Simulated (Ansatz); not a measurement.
System: hcp Ti. Method: PBE (PAW; Ansatz, a program for electronic structure).

Numerical settings: plane-wave cutoff 500 eV, 30×30×16 k mesh (along the axes of the cell as run), Fermi–Dirac smearing 0.1 eV, no spin polarisation, scalar-relativistic PAW data made under PBE.

Computed at the level's own relaxed cell.

### Question
Predict the volume per atom, lattice constant a and c axis length.

### Answer

volume per atom: 17.42 Å³/atom
lattice constant a: 2.939 Å
c axis length: 4.655 Å

Measured, for comparison: lattice constant a 2.950 Å, lattice parameter c 4.683 Å (293 K, not corrected to a static lattice; as tabulated in Wikipedia's data pages). Computed (rounded) less measured: lattice constant a -0.4 %, lattice parameter c -0.6 %. A static lattice is as a rule a little smaller and stiffer than an uncorrected measurement, which narrows the difference in the lattice constant a, lattice parameter c and would widen misses of the other sign.

The result took about 2.0 core-minutes (a rough figure).
